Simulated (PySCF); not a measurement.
LiH, SMILES [LiH]. Heavy atoms are numbered as in [LiH:1]. Hydrogens are named by the atom that carries them.

Geometry: PBE0-D3(BJ)/def2-TZVPD.

The numbers are results of HF/pcSseg-2 (PySCF), not measurements.

GIAO shieldings, no solvent; atoms alike by connectivity are averaged. δ = σ(ref) − σ: ¹H against TMS (σ = 31.98 ppm), references at their B3LYP-D3(BJ)/def2-TZVP geometries, non-relativistic.

Computed chemical shifts:
```csv
nucleus,atoms,count,δ (ppm)
¹H,H on Li1,1,5.49
```
